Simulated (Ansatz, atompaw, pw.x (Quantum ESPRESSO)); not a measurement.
## What a changed setting does to a pw.x run (fcc Cu)

Potential: PAW, atompaw 4.2.0.5, PBEsol; core [Ar], reference 3d10 4s1 4p0; waves: 4s (bound): rc 2.65 bohr; 4s channel at 0.2 Ry: rc 2.65 bohr; 4p (bound, empty): rc 2.65 bohr; 4p channel at 0.25 Ry: rc 2.65 bohr; 3d (bound): rc 1.35 bohr; 3d channel at 0.1 Ry: rc 1.35 bohr; local part: bessel scheme, radius 2.25 bohr; core correction: smooth core density matched at 1.45 bohr; augmentation: besselshape compensation charge, radius 1.90 bohr; PAW radius 2.65 bohr; waves and projectors: custom rrkj vanderbiltortho.

The reference run (k-mesh 16³, cutoffs 135/900 Ry, Fermi–Dirac 0.01 Ry, mixing_beta 0.4, conv_thr 1e-9, no spin) gives 1.08 GPa at 11.357 Å³/atom, where all-electron LAPW gives -0.53 GPa. This run, with its own iteration cap, changes occupations to fixed, a wrong or extreme entry chosen on purpose.

```
&control
  calculation='scf', prefix='x', pseudo_dir='./', outdir='./tmp', tstress=.true., disk_io='none'
/
&system
  ibrav=0, nat=1, ntyp=1, ecutwfc=135, ecutrho=900, nbnd=13,
  occupations='fixed'
/
&electrons
  conv_thr=1e-09, mixing_beta=0.4, electron_maxstep=70
/
ATOMIC_SPECIES
Cu 1.0 Cu.UPF
CELL_PARAMETERS angstrom
  0.00000000 1.78406721 1.78406721
  1.78406721 0.00000000 1.78406721
  1.78406721 1.78406721 0.00000000
ATOMIC_POSITIONS crystal
Cu 0.0000 0.0000 0.0000
K_POINTS automatic
16 16 16 0 0 0
```

```bash
pw.x < Cu.scf.in > Cu.scf.out
```

Question: How does the run end?

Answer: It stops with "electrons: charge is wrong: smearing is needed".

```
Message from routine setup:
     the system is metallic, specify occupations
     Message from routine setup:
     using ibrav=0 with symmetry is DISCOURAGED, use correct ibrav instead
     lattice parameter (alat)  =       4.7679  a.u.
     unit-cell volume          =      76.6408 (a.u.)^3
     number of electrons       =        11.00
     number of Kohn-Sham states=           13
     kinetic-energy cutoff     =     135.0000  Ry
     charge density cutoff     =     900.0000  Ry
     scf convergence threshold =      1.0E-09
     Exchange-correlation= SLA PW PSX PSC
     number of k points=   145
     iteration #  1     ecut=   135.00 Ry     beta= 0.40
     Error in routine electrons (1):
     charge is wrong: smearing is needed
```

The run took about 6.8 s on one core of a shared host (Intel(R) Xeon(R) 6975P-C, 192 threads, 1512 GiB, load 78).
